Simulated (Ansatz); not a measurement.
Saddle point of SiNH$_{6}$Cl, singlet (SiNH₄Cl ([NH2][SiH2][Cl]) + H₂ → SiH₃Cl ([SiH3][Cl]) + NH₃; bonds formed: Si1–H7, N2–H6; bonds broken: Si1–N2, H6–H7), PBE0-D4/def2-TZVP structure:

```
9
angstrom
Si -0.4358 0.5942 -0.2405
N 0.3001 -0.8816 0.6354
H -1.4910 0.1917 -1.1996
H -1.2307 1.1259 0.9150
Cl 0.7281 2.2873 -0.5322
H 0.6917 -0.9186 -0.5289
H 0.6833 -0.2220 -1.4030
H 1.0753 -0.6446 1.2461
H -0.3209 -1.5321 1.1075
```

Energies are electronic, without zero-point energy. Barriers and step energies count from the start structure reached by relaxing down the imaginary mode; all methods use the PBE0-D4 structures, on which another method's saddle can fall below an end. Computed with Ansatz 0.2.0 (basis: def2-TZVPP, with def2-QZVPP for the basis limit); correlated methods freeze the cores. B3LYP uses VWN-RPA correlation. Extrapolation: Hartree–Fock as exp(−7.88 √X), correlation as X^−2.97.

```csv
method,barrier (eV),step energy (eV)
SPW92,1.566,0.037
PBE-D4,?,0.148
BLYP-D4,2.188,0.248
r2SCAN-D4,2.096,0.217
B97M-V,2.129,0.198
PBE0-D4,2.067,0.143
B3LYP-D4,2.274,0.232
r2SCAN0-D4,2.182,0.197
BHLYP-D4,2.446,0.221
CAM-B3LYP-D4,?,0.223
wB97X-V,2.289,0.194
wB97M-V,?,0.192
B2PLYP,2.346,0.230
PBE-QIDH,2.228,0.171
RPA on PBE,2.338,0.189
HF,2.926,0.267
MP2,2.348,0.256
CCSD,2.424,0.195
CCSD(T),2.343,0.199
```

**Question.** Fill in the withheld barriers. (An estimate is asked for; the value comes from the calculation.)

**Answer.** Computed: wB97M-V 2.262; PBE-D4 1.930; CAM-B3LYP-D4 2.305 eV. Each is the energy of the saddle less that of the start structure, by the same method.

For comparison, the barrier by CCSD(T) at an estimated basis limit (MP2 extrapolated from triple and quadruple zeta, plus CCSD(T) − MP2 in triple zeta) is 2.351 eV.

T1 diagnostic: at most 0.011.

Labels in which every atom is bracketed show which atoms are joined, not bond orders.

For scale, one of the runs: CCSD(T)/def2-TZVPP, 199 basis functions, launched by `ansatz run in.yaml --threads 2 --pin off --events-out ev --progress --plain --max-ram 4352MiB`. Hardware: 2 CPU threads of an Arm Neoverse V1, shared host. Wall time 58 s; peak host memory 2.3 GiB.
